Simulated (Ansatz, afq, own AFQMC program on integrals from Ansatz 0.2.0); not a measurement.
AlNH2, singlet: AFQMC among the cluster methods

```yaml
atoms:
  - { symbol: Al, position_ang: [0.0000, -0.0211, 0.6643] }
  - { symbol: N, position_ang: [0.0000, 0.0382, -0.9486] }
  - { symbol: H, position_ang: [0.0000, 0.0963, 2.2187] }
  - { symbol: H, position_ang: [0.0000, -0.1134, -1.9344] }
```

Connectivity, by distances: AlH–NH.

Basis cc-pVTZ. Only valence electrons are correlated. AFQMC by an in-house program on the Cholesky factors that Ansatz 0.2.0 writes for its CCSD(T) run. The CISD trial takes its coefficients from CCSD amplitudes. Released means that phaseless walkers are propagated on without the constraint, phases kept. Uncertainties: one standard error, sampling alone.

Determinant: RHF, the one that the program's search chose, which needn't be the lowest solution. The geometry is a PBE0/def2-TZVP stationary point of this or a neighbouring charge and spin state.

No full CI on the walks' own integrals is used here. The released AFQMC energy serves as the reference, which it does only where one determinant dominates, the energy is flat over the last release times and near the phaseless one (40 meV or 2 meV an electron, half that with transition metals). On small molecules, where full CI could be run and the noise was under 10 meV, such values lay within 10 meV of it in 19 cases of 20, a flattering rate, since the rule was set on those same cases; what remains of the bias isn't in the error bar.

Cautions: higher spins were not checked; raised T1 diagnostic (T1 0.024, weight of the determinant 0.87, largest double 0.05); the released value is read at 2.40 1/Eh (meV from the phaseless value at times in 1/Eh: -13 ± 7 at 0.24, -16 ± 5 at 0.51, -27 ± 6 at 0.99, -28 ± 6 at 1.62, -28 ± 7 at 2.40).

```
T1 diagnostic                               : 0.0242
weight of the determinant in the CISD state : 0.874
size of the correlated space                : 10 electrons in 86 orbitals
```

Reference: AFQMC with the constraint released, correlation energy -8.749 ± 0.007 eV.

```
        level  E − E(reference) (mEh)  share of correlation (%)
           HF           321.54 ± 0.26                      0.00
          MP2            25.53 ± 0.26                     92.06
         CCSD            16.80 ± 0.26                     94.77
      CCSD(T)             1.73 ± 0.26                     99.46
        CCSDT             1.37 ± 0.26                     99.57
     CCSDT(Q)            -0.13 ± 0.26                    100.04
  ph-AFQMC/HF            -5.33 ± 1.55                    101.66
ph-AFQMC/CISD             1.02 ± 0.41                     99.68
```

CCSDT and higher add their correlation energy to the determinant of the CCSD(T) run, since their own runs factorise the integrals more tightly (a shift of under 2 meV). A walk keeps the symmetry of its determinant, which the program's search chose and which needn't be the lowest solution, so a lower state of the same spin and another symmetry isn't excluded. Released energies are given only where the last usable release times agree within the noise; a slower fall can still hide under it.
